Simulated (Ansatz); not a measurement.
## How far each method lies from full CI for CN, doublet

Geometry: MP2(full)/6-31G*, from the G2/97 set.

```xyz
2

C     0.0000    0.0000    0.0000
N     0.0000    0.0000    1.1348
```

Basis STO-3G; Ansatz 0.2.0. Only valence electrons are correlated (noble-gas cores frozen), which leaves 9 electrons in 8 orbitals. Prefix R: restricted or restricted open-shell reference; prefix U: unrestricted. Active spaces: valence = (9e, 8o) chosen from the atoms' valence shells.

Full CI is exact within this basis and frozen core; it isn't the basis-set limit. The frozen core follows each run's orbitals, which can shift R against U totals by a few meV.

Unrestricted rows (U) aren't spin-pure: their determinants' ⟨S²⟩ exceeds S(S+1) by up to 0.36, so they mix in states of higher spin. For open shells CISD and CISDTQ are restricted-active-space CI with the open shells as a complete middle space.

* UHF ⟨S²⟩: 1.111
* T1 diagnostic (RCCSD): 0.0529
* largest doubles amplitude (RCCSD): 0.134
* T1 diagnostic (UCCSD): 0.0883

| level | E − E(RHF) (eV) |
| --- | --- |
| UHF | -0.4676 |
| RMP2 | -4.0070 |
| UMP2 | -3.1994 |
| RCCSD | -4.3487 |
| UCCSD | -4.3882 |
| RCCSD(T) | -4.4014 |
| UCCSD(T) | -4.4086 |

Estimate how far full CI in STO-3G lies from RCCSD(T). The table doesn't fix it; the size of (T) and the diagnostics are the guide.

Full CI in STO-3G lies 2.94 mEh below RCCSD(T), which is 152 % of the (T) step (-1.94 mEh). T1 is raised, a doubles amplitude is large, and the rest is a large part of (T). The miss exceeds 1 kcal/mol.

The other levels:

```json
{"level": "CISD", "E − E(full CI) (mEh)": "15.73", "share of correlation (%)": "90.45", "wall time": "0.15 s"}
{"level": "BCCD(T)", "E − E(full CI) (mEh)": "2.92", "share of correlation (%)": "98.23", "wall time": "0.49 s"}
{"level": "RCCSDT", "E − E(full CI) (mEh)": "1.87", "share of correlation (%)": "98.87", "wall time": "–"}
{"level": "UCCSDT", "E − E(full CI) (mEh)": "2.05", "share of correlation (%)": "98.75", "wall time": "–"}
{"level": "CISDTQ", "E − E(full CI) (mEh)": "0.59", "share of correlation (%)": "99.64", "wall time": "0.34 s"}
{"level": "RCCSDT(Q)", "E − E(full CI) (mEh)": "0.21", "share of correlation (%)": "99.87", "wall time": "2.5 s"}
{"level": "UCCSDT(Q)", "E − E(full CI) (mEh)": "0.56", "share of correlation (%)": "99.66", "wall time": "2.8 s"}
{"level": "RCCSDTQ", "E − E(full CI) (mEh)": "0.19", "share of correlation (%)": "99.88", "wall time": "18 s"}
{"level": "UCCSDTQ", "E − E(full CI) (mEh)": "0.12", "share of correlation (%)": "99.93", "wall time": "18 s"}
```

The correlation energy at full CI, counted from RHF, is -4.482 eV. That run took 0.8 s on 1 thread of AMD EPYC 7R13, shared host over 1,000 determinants.

Run but not shown, since their state or frozen core can't be matched to the reference's or they repeat it: CASSCF (valence space), NEVPT2 (valence space), MRCISD (valence space), MRCISD+Q (valence space).

Times hold each run's SCF and search for its determinant on a shared host, so for small cases they say little of a method's own cost; they ran on 1 thread of AMD EPYC 7R13.

The full-CI state has the irrep A1 of C2v, in the program's axes (one component, if the state is degenerate).

Natural occupations of full CI about the gap: 1.992 1.948 1.916 1.916 1.030 0.091 0.091 0.016; effectively unpaired electrons, Σ n²(2−n)², 1.12.

Atomization energy (electronic, same basis, no zero-point term; atoms at the same level, unrestricted beside the R rows where the molecule is a closed shell, with restricted open-shell steps beyond CCSDT(Q)) at full CI: 582.6 kJ/mol. Errors of other levels:

| level | error (kJ/mol) |
| --- | --- |
| RHF | -379.3 |
| UHF | -334.2 |
| RMP2 | -18.5 |
| UMP2 | -96.4 |
| CISD | -41.3 |
| RCCSD | -12.8 |
| UCCSD | -9.0 |
| RCCSD(T) | -7.7 |
| UCCSD(T) | -7.0 |
| BCCD(T) | -7.7 |
| RCCSDT | -4.9 |
| UCCSDT | -5.4 |
| CISDTQ | -1.6 |
| RCCSDT(Q) | -0.6 |
| UCCSDT(Q) | -1.5 |
| RCCSDTQ | -0.5 |
| UCCSDTQ | -0.3 |

This basis is far from its limit, so the value isn't to be set against a measured one. Truncated CI isn't size-consistent, which counts against it in atomization.
